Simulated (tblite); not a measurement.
Species: C4H7O (doublet state).
Geometry (GFN2-xTB, Å), atoms numbered from 1 in this order:
```
atom  x, y, z in Å
C1     1.5558   -0.3832    0.7630
C2     0.4982   -0.8711    0.1336
C3    -0.2604   -0.1314   -0.9368
C4    -1.4753    0.4380   -0.2956
O5    -1.3764    1.5052    0.5497
H6     2.0260   -0.9077    1.5770
H7     2.0078    0.5547    0.4805
H8     0.0637   -1.8122    0.4400
H9     0.3632    0.6678   -1.3498
H10   -0.5527   -0.8087   -1.7402
H11   -2.3382   -0.1695   -0.0880
H12   -0.5104    1.9173    0.4404
```

Method: GFN2-xTB as coded in tblite; computed harmonic values from a numerical Hessian at the method's own geometry, unscaled. This tight-binding method is rough: wavenumbers can miss measured ones by several per cent, in bad cases by 10 to 20. One conformer, not necessarily the lowest. Open shells enter through the occupations alone, without spin polarisation, and single modes of such species can be off by tens of per cent.

Harmonic wavenumbers (cm⁻¹): 69.6, 102.5, 248.3, 371.1, 391.8, 431.5, 556.0, 647.2, 869.3, 902.5, 937.4, 995.0, 1007.7, 1057.6, 1157.6, 1186.9, 1247.4, 1259.3, 1285.8, 1358.6, 1413.1, 1458.1, 1678.6, 2939.8, 2985.6, 3069.8, 3088.6, 3119.8, 3122.2, 3510.3.

A = 9442, B = 3472, C = 2865 MHz; mass 71.050 u (most abundant isotopes); point group C1, symmetry number 1; spin multiplicity 2.

Zero-point energy?

½Σν̃ = 21234 cm⁻¹ = 60.71 kcal/mol.

What is S at 500 K and 1 bar for an ideal gas of classical rigid rotors and harmonic oscillators?

Translation 41.29, rotation 27.18, vibration 25.07, spin (R ln 2) 1.38: S = 94.9 cal/(mol K).

And Cp and H(500 K) − H(0)?

Cp = 34.95 cal/(mol K), of which vibrations give 27.00 (their classical limit is 30 R = 59.6); H(500 K) − H(0) = 10.65 kcal/mol without the zero-point energy, 6.67 from vibrations.

How do the functions run with temperature in this model?

```csv
T (K),S (cal/(mol K)),Cp (cal/(mol K)),H − H(0) (kcal/mol),G − H(0) (kcal/mol),ln q(vib)
100,60.9,12.9,1.03,-5.06,0.76
200,71.5,18.2,2.58,-11.71,1.98
300,80.0,24.1,4.70,-19.29,3.25
800,113.8,45.5,22.85,-68.23,9.89
1000,124.5,50.1,32.43,-92.09,12.42
```

q(vib) and H(0) count from the zero-point level.

Which modes carry the vibrational entropy at 500 K?

69.6 cm⁻¹: 5.19; 102.5 cm⁻¹: 4.42; 248.3 cm⁻¹: 2.70; 371.1 cm⁻¹: 1.95; 391.8 cm⁻¹: 1.85; 431.5 cm⁻¹: 1.68 cal/(mol K); the other 24 give 7.29 together.

Blend soft modes into free rotors: weight 1/[1 + (100 cm⁻¹/ν̃)⁴] for the oscillator and the rest for a rotor with moment μB/(μ + B), μ = h/(8π²ν), B = 10⁻⁴⁴ kg m². What vibrational entropy results?

23.38 cal/(mol K) in place of 25.07, which changes −T·S at 500 K by +0.85 kcal/mol.

What must be added to the electronic energy to get the Gibbs energy at 500 K and 1 bar?

ZPE + [H(500 K) − H(0)] − T·S = 60.71 + 10.65 − 47.46 = 23.90 kcal/mol.

Hindered rotation and anharmonicity are outside this model. Other conformers, if any are populated, would add a mixing term that is left out. The structure is chiral; the term R ln 2 for an equal mix with its mirror image is left out.
